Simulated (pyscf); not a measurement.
## Hydrogen shift: •H₂C–CH₂–SeH → H₃C–CH₂–Se•

Gas phase, doublet surface, charge 0. Bonds broken: Se1–H2. Bonds formed: H2–C4. Single points on ωB97X-D3(BJ)/def2-SVP structures (PySCF, gas phase). MP2 and CC: frozen core, UHF for open shells. ΔMP2 is the change of the MP2 total energy from the triple- to the quadruple-zeta basis.

Transition state (Å):

```xyz
8

Se    -0.3387     0.6119     1.3025
H     -0.0146     1.3265    -0.1166
C     -1.0345    -0.5545    -0.1378
C     -0.5885     0.3581    -1.2427
H     -2.1223    -0.6761    -0.0561
H     -0.5397    -1.5342    -0.1259
H      0.2986     0.0816    -1.8236
H     -1.3413     0.9702    -1.7519
```

One imaginary mode, 1613i cm⁻¹; descent along it reached the two sides named, in the forms told below.

```json
[
 {"bond": "Se1–H2", "change": "breaks", "reactant side (Å)": "1.465", "saddle": "1.622", "product side": "2.9"},
 {"bond": "H2–C4", "change": "forms", "reactant side (Å)": "2.7", "saddle": "1.592", "product side": "1.088"}
]
```

Electronic energies relative to the reactant's lowest minimum found (kJ/mol):

| level | barrier | reaction energy | reverse barrier |
|---|---|---|---|
| ωB97X-D3(BJ)/def2-TZVP | 71.5 | -99.3 | 170.8 |
| PBE/def2-TZVP | 54.2 | -87.3 | 141.5 |
| r²SCAN/def2-TZVP | 67.7 | -80.8 | 148.5 |
| B3LYP-D3(BJ)/def2-TZVP | 70.2 | -91.4 | 161.6 |
| PBE0-D3(BJ)/def2-TZVP | 64.3 | -92.2 | 156.5 |
| M06-2X/def2-TZVP | 71.5 | -112.0 | 183.5 |
| ωB97M-D3(BJ)/def2-TZVP | 71.2 | -103.7 | 174.9 |
| HF/def2-TZVP | 116.4 | -99.2 | 215.6 |
| MP2/def2-QZVPP | 70.7 | -101.0 | 171.7 |
| CCSD/def2-TZVPP | 77.9 | -98.3 | 176.2 |
| CCSD(T)/def2-TZVPP | 70.3 | -96.6 | 166.9 |
| CCSD(T)/def2-TZVPP + ΔMP2(QZVPP) | 69.7 | -95.2 | 164.8 |

With CCSD(T)/def2-TZVPP + ΔMP2(QZVPP) energies and thermal terms (ideal gas, 1 atm, RRHO with modes under 100 cm⁻¹ raised to 100, one conformer, R ln 2 for chiral ones without a mode under 150 cm⁻¹), in kJ/mol:

```tsv
T (K)	ΔH‡	ΔG‡	ΔH	ΔG
298	63.7	70.1	-82.4	-77.4
600	60.8	77.8	-85.6	-71.1
900	58.7	86.7	-87.7	-63.4
1200	56.6	96.4	-89.2	-55.0
```

On the reactant side the descent ends in a point that may be a rotor saddle (no frequency run), 5.2 kJ/mol over the lowest minimum found and 66.3 kJ/mol under the saddle at ωB97X-D3(BJ)/def2-TZVP. This saddle turned up in a search for another step; its sides and bond changes are read from the two ends of the descent. The same reactants have a lower exit, to H₂C=CH₂ + SeH• (no saddle counted: cutting one bond, which may have a small barrier of its own, costs +8.0 kJ/mol at ωB97M-D3(BJ)/def2-TZVP, against +71.2 kJ/mol here). One saddle was located; it need not be the lowest between these sides. The CCSD(T) − MP2 part came from Ansatz, without density fitting, on the same reference. The frozen core leaves the outer d or s,p core shells of the metals and heavy elements correlated in the MP2 and CC values, and def2-TZVPP describes them poorly, which can shift differences by a few kcal/mol. Elements up to Kr have no core potential and no relativistic terms here.
